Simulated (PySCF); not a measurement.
All values below come from B3LYP-D3(BJ)/def2-TZVP in PySCF. Gas-phase values, no solvent. One relaxed conformer stands for a flexible species; it need not be the lowest. B3LYP has the VWN-RPA correlation part, as in Gaussian. Delta-SCF ions had no search for a lower state. Excitations are Tamm–Dancoff values on a coarser integration grid. The basis has no diffuse functions, so Rydberg states are missing or too high.

Reference species (SMILES): `[Cl][Al]([SH])[SH]` (H–S–Al–Cl torsion 0°, Cl–Al–S–H torsion 0°) (neutral, multiplicity 1).

```
Property                                  Value
--------------------------------------  -------
vertical ionisation energy (Delta-SCF)  9.74 eV
HOMO–LUMO gap                           6.49 eV
S1 excitation (TDA)                     5.40 eV
T1 excitation (TDA)                     5.15 eV
```

Changed species: `[Cl][Al]([Cl])[Cl]` (0 of 3 Cl replaced by SH; the reference has 2 of 3 Cl replaced by SH).

**Question.** Give the shifts of the vertical ionisation energy (Delta-SCF), HOMO–LUMO gap, S1 excitation (TDA) and T1 excitation (TDA).

**Answer.** the vertical ionisation energy (Delta-SCF) rises by 1.56 eV, to 11.30 eV; the HOMO–LUMO gap increases by 1.00 eV, to 7.49 eV; the S1 excitation (TDA) increases by 1.00 eV, to 6.40 eV; the T1 excitation (TDA) increases by 0.98 eV, to 6.13 eV.
